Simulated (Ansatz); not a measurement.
# One shape, several levels: BSiH5 (boranylsilane)

We compute a comparison of 6 runs (BLYP/STO-3G, CAM-B3LYP/STO-3G, wB97M-V/STO-3G, MP2/STO-3G, BCCD(T)/STO-3G, CCSDT/STO-3G) of BSiH5 (boranylsilane). 

Program for the calculation: Ansatz 0.2.0.

47 further runs of the same task are left out: 47 set aside as unsound or not needed.

**1. The structure to begin with**

BSiH5 has 7 atoms, charge 0, and is taken as a singlet. SMILES: `B[SiH3]`. The H4–B1 distance was set to 2.988 Å, away from the relaxed value. At this shape a bond of the SMILES string is far longer than usual.

Bond lengths: B1–Si2 2.010 Å, B1–H3 1.196 Å, Si2–H5 1.492 Å, Si2–H6 1.492 Å, Si2–H7 1.487 Å. Angles: B1–Si2–H5 108.8°, B1–Si2–H6 108.8°, B1–Si2–H7 115.1°, Si2–B1–H3 118.9°, H5–Si2–H6 107.3°, H5–Si2–H7 108.3°, H6–Si2–H7 108.3°.

**2. A single-point energy at BLYP/STO-3G (run 1)**

Input file run.yaml:

```yaml
crystal:
  periodic: [false, false, false]
  atoms:
    - {symbol: B, position_ang: [-1.467613, -0.118740, 0.007648]}
    - {symbol: Si, position_ang: [-1.335313, 1.855560, -0.345152]}
    - {symbol: H, position_ang: [-2.550413, -0.620340, 0.093448]}
    - {symbol: H, position_ang: [0.906400, -1.902500, 0.335400]}
    - {symbol: H, position_ang: [-2.040413, 2.163660, -1.623852]}
    - {symbol: H, position_ang: [-2.048013, 2.586960, 0.742948]}
    - {symbol: H, position_ang: [0.050087, 2.389060, -0.436152]}
basis:
  gaussian:
    orbitals: STO-3G
magnetization:
  spin_polarized: false
hamiltonian:
  xc: {name: BLYP}
accuracy: high
```

Run with:

```bash
$ ansatz run run.yaml --threads 1 --pin off --max-ram 2610MiB --events-out events.jsonl --progress --plain --runs-dir runs
```

The log of the run:

```text
Warning: RAYON_NUM_THREADS=1 ignored (pool sized by the plan → 1); use --threads N
Functional definition: BLYP
  name "BLYP"
  parameter beta = 0.0042
  parameter a = 0.04918
  parameter b = 0.132
  parameter c = 0.2533
  parameter d = 0.349
  exchange = b88_x(beta = beta)
  correlation = lyp_c(a = a, b = b, c = c, d = d)
332 factors; integrals over basis functions are off by at most 9.7e-9 eV
mean field evaluation 1: about -8517.2935 eV, gradient 2.7e1 eV
mean field evaluation 2: about -8503.6866 eV, gradient 4.8e1 eV
mean field evaluation 4: about -8516.9653 eV, gradient 2.1e1 eV
mean field evaluation 8: about -8525.6196 eV, gradient 1.1e-3 eV
mean field -8525.61959191 eV, -313.3107411304 hartree, gradient 1.1e-8 eV, S^2 0.000000; 0 other end points of the search recorded, 0 dependent functions left out
reference -8525.61963617 eV, -313.3107427566 hartree; 12, 12 occupied and 7, 7 virtual orbitals, 332 factors
Total energy: -8525.61963617 eV, -313.3107427566 hartree
```

It took 1.1 s on 1 thread of Arm Neoverse V2, shared host; peak memory 0.098 GiB.

**3. The energy at CAM-B3LYP/STO-3G (run 2)**

Edit run.yaml of step 2 so:

```diff
@@ -11,8 +11,4 @@
 basis:
-  gaussian:
-    orbitals: STO-3G
-magnetization:
-  spin_polarized: false
-hamiltonian:
-  xc: {name: BLYP}
+  gaussian: {orbitals: STO-3G}
+hamiltonian: {xc: {name: CAM-B3LYP}}
 accuracy: high
```

Run with:

```bash
$ ansatz run run.yaml --threads 1 --pin off --max-ram 2610MiB --events-out events.jsonl --progress --plain --runs-dir runs
```

The log of the run:

```text
Warning: RAYON_NUM_THREADS=1 ignored (pool sized by the plan → 1); use --threads N
Functional definition: CAM-B3LYP
  name "CAM-B3LYP"
  parameter alpha = 0.19
  parameter beta = 0.46
  parameter omega = 0.33/bohr
  parameter ac = 0.81
  exchange = (1 - alpha - beta)*b88_x + beta*b88_x_sr(omega) + alpha*exact_x + beta*exact_x_lr(omega)
  correlation = (1 - ac)*vwn5_c + ac*lyp_c
332 factors; integrals over basis functions are off by at most 9.7e-9 eV
178 factors; integrals over basis functions are off by at most 1.2e-9 eV
mean field evaluation 1: about -8517.2704 eV, gradient 2.2e1 eV
mean field evaluation 2: about -8510.7930 eV, gradient 3.1e1 eV
mean field evaluation 4: about -8524.5869 eV, gradient 5.9e0 eV
mean field evaluation 8: about -8524.7984 eV, gradient 7.6e-1 eV
mean field evaluation 16: about -8524.7268 eV, gradient 6.4e-6 eV
mean field -8524.72684883 eV, -313.2779334269 hartree, gradient 5.7e-8 eV, S^2 0.000000; 0 other end points of the search recorded, 0 dependent functions left out
reference -8524.72686461 eV, -313.2779340069 hartree; 12, 12 occupied and 7, 7 virtual orbitals, 332 factors
Total energy: -8524.72686461 eV, -313.2779340069 hartree
```

Wall time 1.2 s (1 thread of Arm Neoverse V2, shared host); peak memory 0.1 GiB.

**4. The energy at wB97M-V/STO-3G (run 3)**

Input file molecule.yaml:

```yaml
crystal:
  periodic: [false, false, false]
  atoms:
    - {symbol: B, position_ang: [-1.467613, -0.118740, 0.007648]}
    - {symbol: Si, position_ang: [-1.335313, 1.855560, -0.345152]}
    - {symbol: H, position_ang: [-2.550413, -0.620340, 0.093448]}
    - {symbol: H, position_ang: [0.906400, -1.902500, 0.335400]}
    - {symbol: H, position_ang: [-2.040413, 2.163660, -1.623852]}
    - {symbol: H, position_ang: [-2.048013, 2.586960, 0.742948]}
    - {symbol: H, position_ang: [0.050087, 2.389060, -0.436152]}
basis:
  gaussian:
    orbitals: STO-3G
hamiltonian:
  xc: {name: wB97M-V}
accuracy: high
```

Run with:

```bash
$ ansatz run molecule.yaml --threads 1 --pin off --max-ram 2610MiB --events-out events.jsonl --progress --plain --runs-dir runs
```

The log of the run, cut to the lines that bear on the results:

```text
Warning: RAYON_NUM_THREADS=1 ignored (pool sized by the plan → 1); use --threads N
Functional definition: wB97M-V
  name "wB97M-V"
[...]
  gx(w, u) = 1 - cx + cx01*u + cx10*w
  gss(w, u) = css00 + css04*u^4 + css10*w + css20*w^2 + css43*w^4*u^3
  gos(w, u) = cos00 + cos10*w + (cos20 + cos21*u)*w^2 + (cos60 + cos61*u)*w^6
[...]
      + integral(e_c_pw_mod_opposite_spin*gos(b97_w_opposite, b97_u_opposite)) + vv10(b, c)
332 factors; integrals over basis functions are off by at most 9.7e-9 eV
166 factors; integrals over basis functions are off by at most 9.8e-10 eV
[...]
mean field -8525.93766169 eV, -313.3224299790 hartree, gradient 9.9e-8 eV, S^2 0.000000; 0 other end points of the search recorded, 0 dependent functions left out
reference -8525.93766492 eV, -313.3224300977 hartree; 12, 12 occupied and 7, 7 virtual orbitals, 332 factors
Total energy: -8525.93766492 eV, -313.3224300977 hartree
```

Wall time 17 s (1 thread of Arm Neoverse V2, shared host); peak memory 0.29 GiB.

Runs 4 to 5 aren't shown in full; the table further down has their settings and results.

**5. The energy at CCSDT/STO-3G (run 6)**

Edit run.yaml of step 3 so:

```diff
@@ -1 +1,4 @@
+basis:
+  gaussian:
+    orbitals: STO-3G
 crystal:
@@ -10,5 +13,8 @@
     - {symbol: H, position_ang: [0.050087, 2.389060, -0.436152]}
-basis:
-  gaussian: {orbitals: STO-3G}
-hamiltonian: {xc: {name: CAM-B3LYP}}
+correlation:
+  method: ccsdt
+  frozen_orbitals: {B: 1, H: 0, Si: 5}
+total_charge: 0
+scf:
+  omitted_lower_state_checks: [cluster_reference, increment]
 accuracy: high
```

Run with:

```bash
$ ansatz run run.yaml --threads 1 --pin off --max-ram 2610MiB --events-out events.jsonl --progress --plain --runs-dir runs
```

The log of the run:

```text
Warning: RAYON_NUM_THREADS=1 ignored (pool sized by the plan → 1); use --threads N
[... 12 lines left out ...]
6 core orbitals not correlated: weight in the atoms' cores, before any rotation towards them, 1.000 or more for the frozen orbitals, at most 0.000 for the correlated occupied ones
[... 36 lines left out ...]
WARN: these amplitudes may be one of several solutions (largest doubles amplitude 0.78, level shift 11.51 eV)
Total energy: -8510.41858189 eV, -312.7521143155 hartree
Checks for a lower state left out: cluster_reference, increment
```

Run time: 0.3 s. Hardware: 1 thread of Arm Neoverse V2, shared host.

**6. All runs side by side**

| run | level | frozen core orbitals | energy (Eh) | wall time |
| --- | --- | --- | --- | --- |
| 1 | BLYP/STO-3G | – | -313.310743 | 1.1 s |
| 2 | CAM-B3LYP/STO-3G | – | -313.277934 | 1.2 s |
| 3 | wB97M-V/STO-3G | – | -313.322430 | 17 s |
| 4 | MP2/STO-3G | 6 | -312.653506 | 0.12 s |
| 5 | BCCD(T)/STO-3G | 6 | -312.751952 | 0.18 s |
| 6 | CCSDT/STO-3G | 6 | -312.752114 | 0.3 s |

**7. Outcome**

```
                                          quantity          value
                               run 6: total energy  -312.75211 Eh
run 6: correlation energy (6 core orbitals frozen)     -279.2 mEh
                              run 6: T1 diagnostic          0.040
```

**Reading.** Totals of different functionals can't be ranked against each other. In runs 4, 5, 6 the log says that unrestricted orbitals would lower the reference, so the values rest on an unstable closed-shell determinant (other closed-shell runs at this shape may share the fault). In runs 1, 2, 3, 4, 5, 6 the basis is minimal, so the values are rough. All runs together took 20 s, the longest 17 s.
